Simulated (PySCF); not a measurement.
benzene (C6H6), SMILES c1ccccc1.

Geometry optimised at TPSSh-D3(BJ)/def2-SVP.

Computed with PySCF with PBE/def2-TZVP.

Symmetry labels are those of the subgroup D2h that the program uses (full group D6h).

Computed valence orbital energies around the gap with their symmetry:
```csv
orbital,symmetry,energy (eV)
HOMO−7,B2u,-10.83
HOMO−6,B2u,-10.16
HOMO−5,B3u,-10.16
HOMO−4,B1u,-9.00
HOMO−3,B1g,-8.19
HOMO−2,Ag,-8.19
HOMO−1,B2g,-6.29
HOMO,B3g,-6.29
LUMO,Au,-1.17
LUMO+1,B1u,-1.17
LUMO+2,Ag,0.66
LUMO+3,B2u,1.61
```
